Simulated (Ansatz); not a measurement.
## What a trial cell of CsOs relaxes into

Computed with DFT PBE, scalar-relativistic, plane waves, PAW in Ansatz 0.2.0. Cutoff 420 eV, Γ-centred k mesh, Gaussian smearing, no spin polarisation in the final step.

The start puts CsOs on the CuAu (L1_0) structure type (P4/mmm, No. 123), with Cs in place of Cu, Os in place of Au, at a guessed volume.

```
CELL_PARAMETERS angstrom
3.60701 0.00000 0.00000
0.00000 3.60701 0.00000
0.00000 0.00000 4.72776
ATOMIC_POSITIONS crystal
Cs 0.50000 0.50000 0.50000
Os 0.00000 0.00000 0.00000
```

Cell and atoms relax at zero pressure; the relaxation can't lower the symmetry of the start.

Formation energies are uncorrected and refer to the elements' standard structures at the same level.

(1) Which crystal results?

(2) What are its volume, energy, density and gap?

## Answers

(1) It keeps P4/mmm (No. 123), but not the shape of the type it started on. Conventional cell: a = 2.993 Å, c = 6.002 Å. Cs is coordinated by 4 Cs at 2.99 Å; around Os lie 4 Os at 2.99 Å.

```cif
data_structure
_symmetry_space_group_name_H-M 'P4/mmm'
_symmetry_Int_Tables_number 123
_cell_length_a 2.9935
_cell_length_b 2.9935
_cell_length_c 6.0021
_cell_angle_alpha 90.000
_cell_angle_beta 90.000
_cell_angle_gamma 90.000
_cell_volume 53.78
loop_
_atom_site_label
_atom_site_type_symbol
_atom_site_symmetry_multiplicity
_atom_site_Wyckoff_symbol
_atom_site_fract_x
_atom_site_fract_y
_atom_site_fract_z
_atom_site_occupancy
Cs1 Cs 1 d 0.50000 0.50000 0.50000 1
Os1 Os 1 a 0.00000 0.00000 0.00000 1
```

(2) The volume per atom is 26.89 Å³. The density is 9.98 g/cm³, the energy over the elements is 2.30 eV/atom and the gap on the 18×18×10 mesh is 0 eV (a metal).

The final run used a 18×18×10 mesh on its 2-atom cell and 0.10 eV smearing. The k mesh leaves about 4 meV/atom of noise in metals. Spin–orbit coupling is left out. A structure relaxed within its symmetry needn't be a true minimum. The steps took about 8 core-minutes in all.